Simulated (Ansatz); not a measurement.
Input (CCSDTQ/aug-cc-pVDZ; Ansatz, an electronic-structure program):

Ansatz 0.2 input:
```yaml
crystal:
  periodic: [false, false, false]
  atoms:
    - {symbol: C, position_ang: [0.00000000, 0.00000000, 0.00000000]}
    - {symbol: H, position_ang: [1.07731727, 0.00000000, 0.00000000]}
    - {symbol: H, position_ang: [-0.53865863, 0.93298412, 0.00000000]}
    - {symbol: H, position_ang: [-0.53865863, -0.93298412, 0.00000000]}
basis:
  gaussian:
    orbitals: aug-cc-pVDZ
magnetization: {spin_polarized: true, initial_magnetization: 1}
correlation: {method: ccsdtq, electrons: outside_noble_gas}
```

Output:

```
Functional definition: HF
integrals: 0.04 GiB planned
780 factors; integrals over basis functions are off by at most 2.0e-7 eV
mean field: 0.10 GiB planned
mean field evaluation 1: about -1075.8485 eV, gradient 1.2e1 eV
mean field evaluation 2: about -1075.8483 eV, gradient 1.2e1 eV
mean field evaluation 4: about -1076.6284 eV, gradient 1.0e0 eV
mean field evaluation 8: about -1076.6404 eV, gradient 1.5e-3 eV
mean field evaluation 16: about -1076.6407 eV, gradient 1.9e-2 eV
mean field -1076.64038527 eV, -39.5658043856 hartree, gradient 6.7e-7 eV, S^2 0.761149; 1 other end points of the search recorded, 0 dependent functions left out
1 core orbitals not correlated
reference -1076.64038527 eV, -39.5658043856 hartree; 4, 3 occupied and 45, 46 virtual orbitals, 780 factors
second order -3.59822107 eV of doubles, -0.00000000 eV of singles
coupled cluster: 3.02 GiB planned
cycle   1  -4.06554324 eV  change   -4.7e-1 eV  update   4.7e-2
cycle   2  -4.31255226 eV  change   -2.5e-1 eV  update   1.9e-2
cycle   3  -4.32462294 eV  change   -1.2e-2 eV  update   6.7e-3
cycle   4  -4.32480722 eV  change   -1.8e-4 eV  update   3.1e-3
cycle   5  -4.32712155 eV  change   -2.3e-3 eV  update   1.2e-3
cycle   6  -4.32661684 eV  change    5.0e-4 eV  update   5.9e-4
cycle   7  -4.32661208 eV  change    4.8e-6 eV  update   2.2e-4
cycle   8  -4.32681822 eV  change   -2.1e-4 eV  update   1.0e-4
cycle   9  -4.32683654 eV  change   -1.8e-5 eV  update   2.9e-5
cycle  10  -4.32682033 eV  change    1.6e-5 eV  update   1.3e-5
cycle  11  -4.32682108 eV  change   -7.5e-7 eV  update   5.8e-6
cycle  12  -4.32682230 eV  change   -1.2e-6 eV  update   2.0e-6
cycle  13  -4.32682320 eV  change   -8.9e-7 eV  update   1.1e-6
cycle  14  -4.32682333 eV  change   -1.3e-7 eV  update   3.0e-7
Total energy: -1080.96720859 eV, -39.7248122100 hartree
```
